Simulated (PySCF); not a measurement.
**Name the molecule from its bond curve**

A diatomic of charge 0 contains F. Its singlet curve at PBE0 in a triple-zeta basis (no relativity, PySCF), in eV from the separated fragments:

```tsv
R (Å)	E (eV)
0.792	-5.152
0.829	-5.524
0.866	-5.739
0.893	-5.818
0.921	-5.841
0.949	-5.818
0.986	-5.730
1.032	-5.549
1.087	-5.261
1.161	-4.803
```

The fit gives ωe = 4153 cm⁻¹ and the rotational constant Bₑ = 20.81 cm⁻¹.

Problem. Which atom is the partner?

Solution. The minimum lies at 0.920 Å, so the reduced mass is 16.8576 u Å² cm⁻¹/(Bₑ·Re²) = 0.9571 u. With F at 19.00 u the partner weighs about 1.0 u: H. The molecule is HF.
